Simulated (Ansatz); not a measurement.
Input file:

```yaml
crystal:
  periodic: [false, false, false]
  atoms:
    - {symbol: C, position_ang: [0.000000, 0.000000, 0.000000]}
    - {symbol: P, position_ang: [0.000000, 0.000000, 5.365000]}
basis:
  gaussian: {orbitals: 6-31G}
magnetization: {spin_polarized: false, initial_magnetization: 1}
correlation: {method: fci, electrons: outside_noble_gas}
```

```sh
$ ansatz run in.yaml --threads 1 --pin off --events-out ev --progress --plain --max-ram 2393MiB
```

Log:

```
422 factors; integrals over basis functions are off by at most 3.1e-8 eV
mean field evaluation 1: about -10259.1034 eV, gradient 3.1e1 eV
mean field evaluation 2: about -10259.1035 eV, gradient 3.1e1 eV
mean field evaluation 4: about -10109.9157 eV, gradient 1.4e2 eV
mean field evaluation 8: about -10290.8235 eV, gradient 2.7e0 eV
mean field evaluation 16: about -10290.9241 eV, gradient 1.8e-6 eV
mean field evaluation 32: about -10290.9096 eV, gradient 7.6e-1 eV
mean field evaluation 64: about -10290.9148 eV, gradient 3.9e-4 eV
mean field evaluation 96: about -10290.9187 eV, gradient 6.6e-1 eV
mean field evaluation 128: about -10290.9167 eV, gradient 1.7e-1 eV
mean field evaluation 160: about -10290.8959 eV, gradient 3.0e-1 eV
mean field evaluation 192: about -10290.9007 eV, gradient 1.2e-2 eV
mean field evaluation 224: about -10290.9152 eV, gradient 2.6e-3 eV
mean field evaluation 256: about -10290.4690 eV, gradient 8.4e0 eV
mean field evaluation 288: about -10290.9050 eV, gradient 4.0e-1 eV
mean field evaluation 320: about -10290.9007 eV, gradient 9.0e-3 eV
mean field evaluation 352: about -10282.3671 eV, gradient 2.4e1 eV
mean field -10290.92409215 eV, -378.1844849475 hartree, gradient 1.8e-6 eV, S^2 0.750000; 18 other end points of the search recorded, 0 dependent functions left out
mean field evaluation 384: about -10290.9258 eV, gradient 2.5e-4 eV
mean field evaluation 416: about -10293.7671 eV, gradient 7.1e-3 eV
mean field evaluation 448: about -10293.7670 eV, gradient 1.8e-3 eV
determinant -10290.92409215 eV, -378.1844849475 hartree, with singles and doubles -10293.60328085 eV, -378.2829433164 hartree
determinant -10290.91518194 eV, -378.1841575035 hartree, with singles and doubles -10293.60932755 eV, -378.2831655284 hartree
determinant -10290.91233509 eV, -378.1840528837 hartree, with singles and doubles -10293.60783504 eV, -378.2831106799 hartree
determinant -10287.99451402 eV, -378.0768249371 hartree, with singles and doubles -10293.60856137 eV, -378.2831373720 hartree
determinant -10290.92409215 eV, -378.1844849475 hartree, with singles and doubles -10293.65154519 eV, -378.2847169980 hartree
determinant -10290.91518194 eV, -378.1841575035 hartree, with no singles and doubles
determinant -10290.91233509 eV, -378.1840528837 hartree, with singles and doubles -10293.64789154 eV, -378.2845827288 hartree
determinant -10287.99451402 eV, -378.0768249371 hartree, with singles and doubles -10295.36230140 eV, -378.3475861292 hartree
unrestricted determinant -10293.76730188 eV, -378.2889709781 hartree, S^2 2.7499
6 core orbitals not correlated: weight in the atoms' cores, before any rotation towards them, 1.000 or more for the frozen orbitals, at most 0.000 for the correlated occupied ones
reference -10290.92409215 eV, -378.1844849475 hartree; 5, 4 occupied and 11, 12 virtual orbitals, 422 factors
state -10297.33835924 eV, -378.4202049153 hartree
6 core orbitals not correlated: weight in the atoms' cores, before any rotation towards them, 1.000 or more for the frozen orbitals, at most 0.000 for the correlated occupied ones
state -10297.33829581 eV, -378.4202025846 hartree
Total energy: -10297.33835924 eV, -378.4202049153 hartree
```

Ran on 1 thread of AMD EPYC 9B14, shared host: 79 s wall, 0.45 GiB peak host memory.
